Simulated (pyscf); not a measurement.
:Ge=Se [singlet] + H₂ → H₂Ge=Se, an insertion (singlet surface; H–H broken, Ge–H, Ge–H formed). PySCF, gas phase, ωB97X-D3(BJ)/def2-SVP geometries. Energies in kJ/mol from the separated reactants.

Small-basis levels: PySCF, no dispersion term, spherical d functions. 

### Question
Quick HF/3-21G single points give ΔE‡ = 346.1 kJ/mol and ΔE = +11.0 kJ/mol. What does ωB97M-D3(BJ)/def2-TZVP give, and how far is the quick result from it?

### Answer
ωB97M-D3(BJ)/def2-TZVP gives ΔE‡ = 283.7 kJ/mol and ΔE = +23.8 kJ/mol. HF/3-21G lies 62.4 kJ/mol over it in the barrier and 12.8 kJ/mol under it in the reaction energy, so on this step it does not hold to within 12.6 kJ/mol. ωB97M-D3(BJ)/def2-TZVP has limits of its own. The same reactants have a lower exit, to :HGe–SeH [singlet] (barrier +143.4 kJ/mol at ωB97M-D3(BJ)/def2-TZVP, against +283.7 kJ/mol here). One saddle was located; it need not be the lowest between these sides. In the def2 sets elements up to Kr have no core potential.
